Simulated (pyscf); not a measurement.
Optimised with ωB97X-D3(BJ)/def2-SVP in PySCF.

Estimate the classical barrier height and the reaction energy of `[GeH][SeH]` [singlet] + `[H][H]` + `[H][H]` -> `[GeH3][SeH]` + `[H][H]` at ωB97M-D3(BJ)/def2-TZVP. The step runs on the singlet surface, breaks H–H, H–H and forms Ge–H, Ge–H, H–H; take the separated reactants as zero.

ΔE‡ = 160.7 kJ/mol, ΔE = -109.1 kJ/mol. Zero-point energy shifts the barrier by +19.5 kJ/mol. It is a multi-bond step, with an imaginary mode of 1913i cm⁻¹. On the reactant side the descent ends in a complex (not fully relaxed), 17.6 kJ/mol under the separated species and 173.6 kJ/mol under the saddle at ωB97X-D3(BJ)/def2-TZVP. This is the saddle that the search found; another between the same sides may lie lower. Elements up to Kr have no core potential and no relativistic terms here.
